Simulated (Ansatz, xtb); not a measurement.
# Relative energy of two isomers of C5H9O+

Structure I: `CC(C)CC#[O+]`, a singlet. Structure II: `CCCCC#[O+]`, a singlet. Both are isolated ions in the gas phase, relaxed with B3LYP-D3(BJ)/def2-SVP; each stands in its lowest conformer found.

**Question.** Which of the two would you expect CCSD(T)/def2-SVP + ΔMP2/def2-TZVPP electronic energies to favour?

**Answer.** Structure I; the calculation gives E(II) − E(I) = +0.124 eV.

The same difference at several levels:

```json
{"level": "GFN2-xTB", "geometry": "GFN2-xTB", "E(II) − E(I) (eV)": "+0.109", "departure from the last row (eV)": "−0.016", "job, with rough time for the two": "optimisation, 0.53 s"}
{"level": "HF/STO-3G", "geometry": "GFN2-xTB", "E(II) − E(I) (eV)": "+0.071", "departure from the last row (eV)": "−0.054", "job, with rough time for the two": "single point, 1.4 s"}
{"level": "r2SCAN-D4/def2-SVP", "geometry": "GFN2-xTB", "E(II) − E(I) (eV)": "+0.119", "departure from the last row (eV)": "−0.006", "job, with rough time for the two": "single point, 8.4 s"}
{"level": "B3LYP-D3(BJ)/def2-SVP", "geometry": "B3LYP-D3(BJ)/def2-SVP", "E(II) − E(I) (eV)": "+0.108", "departure from the last row (eV)": "−0.016", "job, with rough time for the two": "optimisation, 72 s"}
{"level": "HF/def2-SVP", "geometry": "B3LYP-D3(BJ)/def2-SVP", "E(II) − E(I) (eV)": "+0.095", "departure from the last row (eV)": "−0.030", "job, with rough time for the two": "part of the CCSD(T) run"}
{"level": "MP2/def2-SVP", "geometry": "B3LYP-D3(BJ)/def2-SVP", "E(II) − E(I) (eV)": "+0.144", "departure from the last row (eV)": "+0.020", "job, with rough time for the two": "part of the CCSD(T) run"}
{"level": "CCSD(T)/def2-SVP", "geometry": "B3LYP-D3(BJ)/def2-SVP", "E(II) − E(I) (eV)": "+0.136", "departure from the last row (eV)": "+0.012", "job, with rough time for the two": "single point"}
{"level": "CCSD(T)/def2-SVP + ΔMP2/def2-TZVPP", "geometry": "B3LYP-D3(BJ)/def2-SVP", "E(II) − E(I) (eV)": "+0.124", "departure from the last row (eV)": "", "job, with rough time for the two": "single point, 74 s"}
```

As drawn, both hold the same kinds of bond in the same numbers. Structure I has 2 methyl groups, II 1.

The levels shown agree on the order. The largest departure from CCSD(T)/def2-SVP + ΔMP2/def2-TZVPP is that of HF/STO-3G, 0.054 eV. The last row adds to CCSD(T) the change of the MP2 difference between the two basis sets, here −0.012 eV.

With thermal terms from frequencies at re-optimised GFN2-xTB minima (ideal gas, soft modes damped towards free rotors, one conformer each, 298.15 K, 1 atm): the zero-point term adds +0.008 eV; ΔH is +0.129 and ΔG +0.126 eV.

The correlated steps freeze 6 core orbitals. Run with Ansatz 0.2.0, xtb 6.7.1; the last row on 2 threads of Intel(R) Xeon(R) Processor on a shared host.
